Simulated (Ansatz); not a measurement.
# CH2NO2−: an energy map over two coordinates

Aim: map the energy of CH₂NO₂, SMILES NC(=O)[O-], charge −1 over two coordinates, and find its wells, ridges and stiffness.

Method: RHF/def2-TZVPD; program: Ansatz 0.2.0.

### 1 Starting geometry

SMILES `NC(=O)[O-]`, 6 atoms, charge -1, spin multiplicity 1.

Atoms are counted from 1 here; the program's logs count them from 0.

Bond lengths: N1–C2 1.462 Å, N1–H5 1.023 Å, N1–H6 1.023 Å, C2–O3 1.265 Å, C2–O4 1.265 Å. Angles: C2–N1–H5 111.5°, C2–N1–H6 111.5°, H5–N1–H6 112.3°, N1–C2–O3 115.0°, N1–C2–O4 115.0°, O3–C2–O4 129.9°.

Geometry (Å):

```xyz
6
charge -1, multiplicity 1
N     0.7553    0.1271    0.2175
C    -0.5664    0.0130   -0.3962
O    -1.3477    0.9807   -0.1675
O    -0.7420   -1.0231   -1.0995
H     1.1748   -0.7921    0.3776
H     0.7259    0.6945    1.0682
```

This geometry comes from a loose relaxation at PBE in a small basis, which is not shown.

### 3 Plan of the scan

The axes are (1) umbrella angle at N1 (between each of its bonds and their common axis; 90 is planar): 15 values from 62 to 118 °; (2) change of the bonds N1–C2, N1–H5, N1–H6, all alike: 15 values from −0.125 to 0.194 Å.

Nothing else is relaxed (all other coordinates rigid). Energies count from the relaxed molecule at the same level. Points are written as (first, second).

(The set-up runs are not shown.)

### 4 Grid point (106°, 0.011 Å)

File input.yaml:

```yaml
crystal:
  periodic: [false, false, false]
  atoms:
    - { symbol: "N", position_ang: [0.732632, 0.117045, 0.224438] }
    - { symbol: C, position_ang: [-0.565983, 0.013366, -0.396633] }
    - { symbol: O, position_ang: [-1.327415, 0.953899, -0.17474] }
    - { symbol: O, position_ang: [-0.738611, -0.994601, -1.080607] }
    - { symbol: H, position_ang: [1.160649, -0.781694, 0.367848] }
    - { symbol: H, position_ang: [0.716243, 0.688959, 1.051568] }
total_charge: -1
basis:
  gaussian: { orbitals: def2-TZVPD }
hamiltonian:
  xc: hf
output:
  forces: true
```

The run is started by

```sh
$ ansatz run input.yaml --threads 1 --pin off --max-ram 2560MiB --backend cpu --events-out ev --progress --plain --runs-dir out
```

Further runs follow: the other points that were computed.

**Question.** What will these runs give? Wanted: lowest point; highest computed point; largest force on an atom.

The runs gave:

```
                       quantity                                                                        value
                   lowest point                                                    (106°, 0.011 Å), 0.008 eV
         highest computed point                                     (90°, 0.194 Å), 2.01 eV above the lowest
largest force on an atom (eV/Å)  0.5 at (106°, 0.011 Å) to 10.2 at (118°, −0.125 Å); 0.5 at the lowest point
        time for the whole task                                             6.9 min on 1 thread, shared host
```

What this shows: The lowest computed point is at (106°, 0.011 Å), 0.008 eV from the relaxed molecule at the same level; the map holds 2 wells of about this depth. The grid is coarse, so the lowest point of the scanned range may lie between grid points; coordinates that were held can hide deeper minima. The grid shows no other well, apart from its symmetry copies. The highest computed point, (90°, 0.194 Å), lies 2.01 eV above the lowest. On the interpolated surface the easiest way out of the lowest well to the well at (74°, −0.011 Å) passes a barrier of about 0.073 eV. Round the minimum the valley is somewhat tilted: raising the first coordinate shifts the best value of the second coordinate upwards (coupling k₁₂/√(k₁₁k₂₂) about −0.3).
